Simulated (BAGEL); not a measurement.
# HF/ANO-RCC-VDZP (DCG, density fitting with svp-jkfit) run of BH3S (SMILES BS)

Aim: the energy difference between two shapes of BH3S at HF/ANO-RCC-VDZP (DCG, density fitting with svp-jkfit), from 2 runs. 

Program for the calculation: BAGEL 1.2.2.

7 further runs of the same task are left out: 1 that didn't finish, 6 set aside as unsound or not needed.

## 1. The system as given

BH3S: 5 atoms, total charge 0, spin state singlet. As SMILES, `BS`. The shape is that of a PBE0-D4/def2-TZVP optimisation.

Bond lengths: B1–S2 1.765 Å, B1–H3 1.192 Å, B1–H4 1.190 Å, S2–H5 1.344 Å. Angles: B1–S2–H5 99.2°, S2–B1–H3 115.8°, S2–B1–H4 121.4°, H3–B1–H4 122.7°.

## 2. A single-point energy at HF/ANO-RCC-VDZP (DCG, density fitting with svp-jkfit)

File job.json:

```json
{ "bagel": [

{
  "title": "molecule",
  "basis": "ano-rcc-vdzp.json",
  "df_basis": "svp-jkfit",
  "angstrom": "true",
  "finite_nucleus": "true",
  "geometry": [
    { "atom": "B", "xyz": [      -0.392100,      -0.421000,       0.088100 ] },
    { "atom": "S", "xyz": [       0.161700,       1.236900,      -0.154300 ] },
    { "atom": "H", "xyz": [      -1.562900,      -0.556400,       0.264200 ] },
    { "atom": "H", "xyz": [       0.367100,      -1.337600,       0.074200 ] },
    { "atom": "H", "xyz": [       1.476100,       1.004400,      -0.313600 ] }
  ]
},

{
  "title": "hf"
},

{
  "title": "dhf",
  "gaunt": "true",
  "breit": "false"
}

]}
```

The basis set ANO-RCC-VDZP is read from a file made from the Basis Set Exchange's data (not shown).

The run is started by

```
BAGEL_NUM_THREADS=1 BAGEL job.json > job.out
```

Output:

```text
* using 1 threads per process

  ===============================================================
  ===============================================================

  *** Geometry ***

  { "atom" : "B", "xyz" : [     -0.740962,     -0.795575,      0.166485 ] },
  { "atom" : "S", "xyz" : [      0.305569,      2.337402,     -0.291585 ] },
  { "atom" : "H", "xyz" : [     -2.953453,     -1.051444,      0.499266 ] },
  { "atom" : "H", "xyz" : [      0.693718,     -2.527698,      0.140218 ] },
  { "atom" : "H", "xyz" : [      2.789425,      1.898041,     -0.592618 ] },

  Number of auxiliary basis functions:      257

  Since a DF basis is specified, we compute 2- and 3-index integrals:
    o Being stored without compression. Storage requirement is 0.005 GB

  Number of basis functions:       47
  Number of electrons      :       24

    * METHOD: MOLECULE                             0.12

  *** RHF ***

  === Nuclear Repulsion ===
    43.0705489642

      * DIIS with orbital gradients will be used.

  === RHF iteration (ano-rcc-vdzp.json) ===
      0       -423.67511038          0.01230733           0.01
      1       -423.70983744          0.00362689           0.01
      2       -423.71322251          0.00108987           0.01
      3       -423.71356583          0.00021650           0.01
      4       -423.71359074          0.00006778           0.01
      5       -423.71359279          0.00002105           0.01
      6       -423.71359305          0.00000825           0.01
      7       -423.71359309          0.00000207           0.01
      8       -423.71359309          0.00000060           0.01
      9       -423.71359309          0.00000018           0.01
     10       -423.71359309          0.00000005           0.01
     11       -423.71359309          0.00000002           0.01
     12       -423.71359309          0.00000001           0.01
    * SCF iteration converged.

    * Permanent dipole moment:
           (   -0.310578,     0.165114,     0.026648) a.u.

    * METHOD: HF                                   0.20

  *** Geometry (Relativistic) ***

  *** Dirac HF ***

  === Nuclear Repulsion ===
    43.0705489642

      * DIIS with orbital gradients will be used.

  === Dirac RHF iteration (ano-rcc-vdzp.json, RKB) ===
      0       -424.91381729          0.00035313           1.77
      1       -424.91381529          0.00001448           1.75
imaginary part of energy is nonzero!! Perhaps Fock is not Hermite for some reasons -1.52446198e-12
      2       -424.91381700          0.00000506           1.76
      3       -424.91381729          0.00000219           1.76
      4       -424.91381739          0.00000056           1.73
imaginary part of energy is nonzero!! Perhaps Fock is not Hermite for some reasons -1.3213328e-12
      5       -424.91381739          0.00000022           1.70
imaginary part of energy is nonzero!! Perhaps Fock is not Hermite for some reasons 1.491449759e-12
      6       -424.91381739          0.00000005           1.69
      7       -424.91381739          0.00000002           1.73
      8       -424.91381739          0.00000000           1.82
    * SCF iteration converged.

    * Permanent dipole moment: Dirac Hartree-Fock
           (   -0.306961,     0.159943,     0.026662) a.u.

    * METHOD: DHF                                 19.06

  ===============================================================
```

It took 20 s on 1 thread of Arm Neoverse V1, shared host; peak memory 0.31 GiB.

## 3. The distorted shape

File job.json:

```json
{ "bagel": [

{
  "title": "molecule",
  "basis": "ano-rcc-vdzp.json",
  "df_basis": "svp-jkfit",
  "angstrom": true,
  "finite_nucleus": true,
  "geometry": [
    { "atom": "B", "xyz": [      -0.498326,      -0.275220,       0.209611 ] },
    { "atom": "S", "xyz": [       0.026764,       1.299969,      -0.263465 ] },
    { "atom": "H", "xyz": [      -1.535290,      -0.574088,       0.300453 ] },
    { "atom": "H", "xyz": [       0.415140,      -1.210744,       0.201333 ] },
    { "atom": "H", "xyz": [       1.518256,       1.032427,      -0.259352 ] }
  ]
},

{
  "title": "hf"
},

{
  "title": "dhf",
  "gaunt": true,
  "breit": false
}

]}
```

The basis set ANO-RCC-VDZP is read from a file made from the Basis Set Exchange's data (not shown).

The run is started by

```
BAGEL_NUM_THREADS=1 BAGEL job.json > job.out
```

Output:

```text
* using 1 threads per process

  ===============================================================
  ===============================================================

  *** Geometry ***

  { "atom" : "B", "xyz" : [     -0.941700,     -0.520090,      0.396107 ] },
  { "atom" : "S", "xyz" : [      0.050577,      2.456585,     -0.497877 ] },
  { "atom" : "H", "xyz" : [     -2.901278,     -1.084869,      0.567774 ] },
  { "atom" : "H", "xyz" : [      0.784501,     -2.287975,      0.380464 ] },
  { "atom" : "H", "xyz" : [      2.869088,      1.951004,     -0.490104 ] },

  Number of auxiliary basis functions:      257

  Since a DF basis is specified, we compute 2- and 3-index integrals:
    o Being stored without compression. Storage requirement is 0.005 GB

  Number of basis functions:       47
  Number of electrons      :       24

    * METHOD: MOLECULE                             0.11

[... 13 lines left out ...]
    * SCF iteration converged.
[... 16 lines left out ...]
imaginary part of energy is nonzero!! Perhaps Fock is not Hermite for some reasons -1.508842313e-12
[... 4 lines left out ...]
imaginary part of energy is nonzero!! Perhaps Fock is not Hermite for some reasons 1.995934017e-12
[... 4 lines left out ...]
imaginary part of energy is nonzero!! Perhaps Fock is not Hermite for some reasons 1.155951203e-12
[... 4 lines left out ...]
    * SCF iteration converged.
[... 1 line left out ...]
    * Permanent dipole moment: Dirac Hartree-Fock
           (   -0.228186,     0.033982,    -0.053901) a.u.

    * METHOD: DHF                                 18.98

  ===============================================================
```

Wall time 20 s (1 thread of Arm Neoverse V1, shared host); peak memory 0.31 GiB.

## 4. Outcome

At HF/ANO-RCC-VDZP (DCG, density fitting with svp-jkfit):

| quantity | value |
| --- | --- |
| first shape: total energy | -424.91382 Eh |
| first shape: dipole moment | 0.88 D |
| distorted shape: total energy | -424.88392 Eh |
| distorted shape: dipole moment | 0.60 D |
| energy change with the atoms displaced | 0.814 eV |

With the atoms displaced the energy rises by 0.81 eV (18.8 kcal/mol). The first shape isn't relaxed at this level, so the change isn't measured from a minimum.
